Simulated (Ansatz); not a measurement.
Basis-set extrapolation for C₇H₁₆ (`CCC(C)(C)CC`) (PBE0-D4/def2-TZVP geometry, frozen core, the Gaussian-basis code of Ansatz). Multiplicity 1, RHF reference.

```
                      def2-TZVPP   def2-QZVPP
                 HF  -274.496476  -274.509494
    MP2 correlation    -1.251657    -1.327933
CCSD(T) correlation    -1.382865      not run
```

Energies in hartree. Use E(X) = E(∞) + A·exp(−7.88·√X) for Hartree–Fock and E(X) = E(∞) + B·X^(−2.97) for correlation, with X = 3 and 4, and add CCSD(T) minus MP2 of the smaller set to the MP2 limit.

**Question.** What is the CCSD(T) energy at the basis-set limit?

**Answer.** HF limit: -274.509494 + (-0.013018) × 0.13774 = -274.51129. MP2 limit: -1.327933 + (-0.076276) × 0.74074 = -1.38443. Higher-order term: -1.382865 − (-1.251657) = -0.13121. Total: -276.02693 hartree, 4.02 eV below CCSD(T)/def2-TZVPP.
